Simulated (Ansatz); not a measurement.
Input for Ansatz (development build ahead of 0.2.0):

```yaml
crystal:
  periodic: [false, false, false]
  atoms:
    - { symbol: Mg, position_ang: [0.0, 0.0, 0.0] }
    - { symbol: H, position_ang: [0.0, 0.0, 2.408] }
basis:
  gaussian: { orbitals: pcseg-2 }
magnetization:
  spin_polarized: true
  initial_magnetization: 3
hamiltonian:
  xc: hf
```

The input is written out in the form of the current development build from the run's settings.

Results

```json
{"Converged": "yes", "Total energy": "-200.02720 hartree", "Spin squared of the determinant": "3.750", "Stability test": "minimum"}
```

Caution: another spin multiplicity may lie lower.
